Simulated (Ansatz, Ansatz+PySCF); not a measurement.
```tsv
atom	x (Å)	y (Å)	z (Å)
N	0.0250	-0.0126	-0.5075
N	-0.0009	-0.0490	0.5392
```

RHF-MP2 on singlet N₂ was run in several spherical basis sets with Ansatz (development build ahead of 0.2.0). Frozen core: 2 orbitals.

(1) Rank the basis sets by the total energy that they give, lowest first, with the distance from the lowest.
A. cc-pVTZ
B. def2-TZVP
C. 6-31G
D. cc-pVDZ
E. 6-31G(d)
F. def2-SVP
G. aug-cc-pVDZ

Results:

(1) B (0.00 eV), A (0.09 eV), G (2.40 eV), D (2.87 eV), E (3.24 eV), F (5.51 eV), C (7.26 eV).

Totals follow the description of the cores as much as that of the bonds, so this order isn't one of quality for chemistry.
